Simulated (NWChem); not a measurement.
Program: NWChem. System: methylamine (CH5N), charge 0, spin multiplicity 1, at a geometry optimised with B3LYP/def2-SVP. Level: RHF/def2-TZVP.

NWChem printed:

```
             Northwest Computational Chemistry Package (NWChem) 7.3.0
             --------------------------------------------------------

                                NWChem Input Module
                                -------------------

 Scaling coordinates for geometry "geometry" by  1.889725989
 (inverse scale =  0.529177249)

 Turning off AUTOSYM since
 SYMMETRY directive was detected!

                             Geometry "geometry" -> ""
                             -------------------------

 Output coordinates in angstroms (scale by  1.889725989 to convert to a.u.)

  No.       Tag          Charge          X              Y              Z
 ---- ---------------- ---------- -------------- -------------- --------------
    1 C                    6.0000    -0.08791500     0.69510100     0.00000000
    2 N                    7.0000     0.19848200    -0.73218700     0.00000000
    3 H                    1.0000     0.37214100     1.16786200    -0.88347800
    4 H                    1.0000     0.37214100     1.16786200     0.88347800
    5 H                    1.0000    -1.16286900     0.97983900     0.00000000
    6 H                    1.0000    -0.22164900    -1.18043200    -0.81463900
    7 H                    1.0000    -0.22164900    -1.18043200     0.81463900

 Effective nuclear repulsion energy (a.u.)      41.8962943806

            Nuclear Dipole moment (a.u.)
            ----------------------------
        X                 Y               Z
 ---------------- ---------------- ----------------
    -0.0000018897    -0.0000075589     0.0000000000

      Symmetry information
      --------------------

 Group name             Cs
 Group number              2
 Group order               2
 No. of unique centers     5

      Symmetry unique atoms

     1    2    3    5    6


 Summary of "ao basis" -> "" (spherical)
 ------------------------------------------------------------------------------
       Tag                 Description            Shells   Functions and Types
 ---------------- ------------------------------  ------  ---------------------
 *                         def2-tzvp                  on all atoms

 Summary of "ao basis" -> "ao basis" (spherical)
 ------------------------------------------------------------------------------
       Tag                 Description            Shells   Functions and Types
 ---------------- ------------------------------  ------  ---------------------
[...]
   Bfn.  Coefficient  Atom+Function         Bfn.  Coefficient  Atom+Function
  ----- ------------  ---------------      ----- ------------  ---------------
     8      0.272038  1 C  pz                11      0.231360  1 C  pz
    64     -0.204277  3 H  s                 70      0.204277  4 H  s
    39     -0.166285  2 N  pz

 Vector    9  Occ=2.000000D+00  E=-3.902688D-01  Symmetry=a'
              MO Center=  1.6D-01, -4.1D-01, -2.7D-15, r^2= 1.7D+00
   Bfn.  Coefficient  Atom+Function         Bfn.  Coefficient  Atom+Function
  ----- ------------  ---------------      ----- ------------  ---------------
    37      0.364510  2 N  px                40      0.338452  2 N  px
    43      0.317584  2 N  px                76      0.163412  5 H  s
    35      0.154463  2 N  s

 Vector   10  Occ=0.000000D+00  E= 1.348977D-01  Symmetry=a'
              MO Center= -5.0D-01, -6.2D-01, -1.6D-16, r^2= 6.1D+00
   Bfn.  Coefficient  Atom+Function         Bfn.  Coefficient  Atom+Function
  ----- ------------  ---------------      ----- ------------  ---------------
     5      3.037036  1 C  s                 36      1.626125  2 N  s
    77     -1.290180  5 H  s                 83     -1.218422  6 H  s
    89     -1.218422  7 H  s                 65     -1.165563  3 H  s
    71     -1.165563  4 H  s                 13      0.547006  1 C  py
     4     -0.473409  1 C  s                 44     -0.430028  2 N  py

 Vector   11  Occ=0.000000D+00  E= 1.769284D-01  Symmetry=a'
              MO Center= -1.8D-01,  8.6D-01, -2.0D-15, r^2= 7.1D+00
   Bfn.  Coefficient  Atom+Function         Bfn.  Coefficient  Atom+Function
  ----- ------------  ---------------      ----- ------------  ---------------
     5      5.450366  1 C  s                 36     -2.605343  2 N  s
    65     -2.036939  3 H  s                 71     -2.036939  4 H  s
    77     -1.788698  5 H  s                 83      0.698433  6 H  s
    89      0.698433  7 H  s                 44     -0.476247  2 N  py
    43      0.340011  2 N  px                10     -0.286543  1 C  py

 Vector   12  Occ=0.000000D+00  E= 1.987433D-01  Symmetry=a"
              MO Center= -2.5D-01, -8.4D-01, -2.2D-15, r^2= 6.4D+00
   Bfn.  Coefficient  Atom+Function         Bfn.  Coefficient  Atom+Function
  ----- ------------  ---------------      ----- ------------  ---------------
    83      1.872286  6 H  s                 89     -1.872286  7 H  s
    45      0.997914  2 N  pz                65      0.940090  3 H  s
    71     -0.940090  4 H  s                 14      0.361220  1 C  pz
    64     -0.304446  3 H  s                 70      0.304446  4 H  s
    82     -0.216104  6 H  s                 88      0.216104  7 H  s

 center of mass
 --------------
 x =   0.05209456 y =  -0.05780085 z =   0.00000000

 moments of inertia (a.u.)
 ------------------
          81.107053355174           8.881574580129           0.000000000000
           8.881574580129          18.829394183096           0.000000000000
           0.000000000000           0.000000000000          79.146129533681

  Mulliken analysis of the total density
  --------------------------------------

    Atom       Charge   Shell Charges
 -----------   ------   -------------------------------------------------------
    1 C    6     6.17   0.85  1.12  0.48  0.64  0.10  1.22  1.33  0.31  0.03  0.08  0.01
    2 N    7     7.56   0.82  1.16  0.52  0.85  0.20  1.48  1.74  0.75  0.01  0.04  0.00
    3 H    1     0.90   0.27  0.50  0.11  0.02
    4 H    1     0.90   0.27  0.50  0.11  0.02
    5 H    1     0.92   0.27  0.50  0.13  0.02
    6 H    1     0.78   0.26  0.42  0.06  0.04
    7 H    1     0.78   0.26  0.42  0.06  0.04

       Multipole analysis of the density wrt the origin
       ------------------------------------------------

     L   x y z        total         open         nuclear
     -   - - -        -----         ----         -------
     0   0 0 0     -0.000000      0.000000     18.000000

     1   1 0 0     -0.561871      0.000000     -0.000002
     1   0 1 0      0.026932      0.000000     -0.000008
     1   0 0 1     -0.000000      0.000000      0.000000

     2   2 0 0    -11.801675      0.000000      7.319392
     2   1 1 0      1.437493      0.000000     -4.038384
     2   1 0 1      0.000000      0.000000      0.000000
     2   0 2 0    -10.033206      0.000000     46.875234
     2   0 1 1     -0.000000      0.000000      0.000000
     2   0 0 2     -9.384856      0.000000     10.314448

 Task  times  cpu:        1.0s     wall:        1.0s

 Total times  cpu:        1.0s     wall:        1.0s
```

Problem. Write an NWChem input that would produce this output.

Solution. Several could match; the one computed here: 
```
start mol
memory heap 200 mb stack 900 mb global 1100 mb
geometry units angstroms nocenter noautoz
  C     -0.087915     0.695101     0.000000
  N      0.198482    -0.732187     0.000000
  H      0.372141     1.167862    -0.883478
  H      0.372141     1.167862     0.883478
  H     -1.162869     0.979839     0.000000
  H     -0.221649    -1.180432    -0.814639
  H     -0.221649    -1.180432     0.814639
  symmetry group Cs
end
basis spherical
  * library def2-tzvp
end
scf
  rhf
  nopen 0
  maxiter 100
  thresh 1e-7
  semidirect memsize 60000000 filesize 0
end
task scf energy
```
